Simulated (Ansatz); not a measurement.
A run of Ansatz (development build ahead of 0.2.0) on singlet CH₃BO at this shape:

| atom | x (Å) | y (Å) | z (Å) |
| --- | --- | --- | --- |
| B | 0.0000 | 0.0000 | -1.2295 |
| C | 0.0000 | 0.0000 | 0.1681 |
| O | 0.0000 | 0.0000 | 1.2094 |
| H | 0.0000 | -1.0866 | -1.5122 |
| H | -0.9410 | 0.5433 | -1.5122 |
| H | 0.9410 | 0.5433 | -1.5122 |

Its results:

```yaml
Converged: yes
Reference_energy: -139.15777 hartree
Correlation_energy: -0.48946 hartree
Total_energy: -139.64723 hartree
Spin_squared_of_the_determinant: 0.000
```

Task: Which input gives this output? Name the method, the orbitals and the basis set, and write the input.

Result: RHF-MP2 in cc-pVTZ. An unrestricted run that stays on the closed shell gives the same numbers.

```yaml
crystal:
  periodic: [false, false, false]
  atoms:
    - { symbol: B, position_ang: [0.0, 0.0, -1.22947] }
    - { symbol: C, position_ang: [0.0, 0.0, 0.16807] }
    - { symbol: O, position_ang: [0.0, 0.0, 1.20943] }
    - { symbol: H, position_ang: [0.0, -1.0866, -1.51216] }
    - { symbol: H, position_ang: [-0.94103, 0.5433, -1.51216] }
    - { symbol: H, position_ang: [0.94103, 0.5433, -1.51216] }
basis:
  gaussian: { orbitals: cc-pVTZ }
hamiltonian:
  xc: hf
correlation:
  method: mp2
  frozen_orbitals: { B: 1, C: 1, H: 0, O: 1 }
```

Caution: no unrestricted run beside it, a lower state can exist.
